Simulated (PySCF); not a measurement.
Series nitrenes, diatomics and small unsaturated species, computed as singlets and as triplets. All species are isolated molecules in the gas phase. One relaxed conformer stands for each flexible species; it need not be the lowest. Strings in code marks are SMILES.

These are PySCF with B3LYP-D3(BJ)/def2-TZVP values and carry that method's errors. All candidates: neutral, multiplicity 3. B3LYP has the VWN-RPA correlation part, as in Gaussian. 

```
Quantity                          Value
-----------------------------  --------
highest occupied spin orbital  -5.24 eV
dipole moment                    0.95 D
```

**Question.** Identify which member has these values.
(A) `B=O` (excited triplet)
(B) `O=[SiH2]` (excited triplet)
(C) `C=N` (excited triplet)
(D) `[Si]=[Si]` (lower triplet)

**Answer.** C, `C=N` (excited triplet). The others give `O=[SiH2]` (excited triplet): -6.26 eV, 1.62 D; `[Si]=[Si]` (lower triplet): -5.57 eV, 0.00 D; `B=O` (excited triplet): -6.37 eV, 0.79 D
